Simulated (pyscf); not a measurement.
H₃C–Si:–Cl [singlet] + H₂ → CH₄ + :HSi–Cl [singlet] (four-centre exchange; singlet surface; C–Si, H–H broken, C–H, H–Si formed). PySCF, gas phase, ωB97X-D3(BJ)/def2-SVP geometries. Rate constants from transition-state theory, ωB97M-D3(BJ)/def2-TZVP energies (ideal gas, 1 atm, RRHO with modes under 100 cm⁻¹ raised to 100, one conformer, R ln 2 for chiral ones without a mode under 150 cm⁻¹; no tunnelling), k in cm³ molecule⁻¹ s⁻¹.

| T (K) | 1000/T | log10 k |
|---|---|---|
| 298 | 3.354 | -30.62 |
| 600 | 1.667 | -21.32 |
| 900 | 1.111 | -18.20 |
| 1200 | 0.833 | ? |

Question: Fit an Arrhenius line to the three values, give the activation energy, and predict k at 1200 K.

Answer: Least squares gives log10 k = -12.07 − 5.53 × 1000/T, so Ea = 5.53 × ln 10 × 1.987 = 25.3 kcal/mol, against an electronic barrier of 23.0. At 1200 K the line gives -16.68; the computed value is -16.57 (ΔG‡ = 61.4 kcal/mol), a factor 1.3 over the line, since the plot is curved. At the saddle there is also a short H–Si contact that neither side keeps. One saddle was located; it need not be the lowest between these sides.
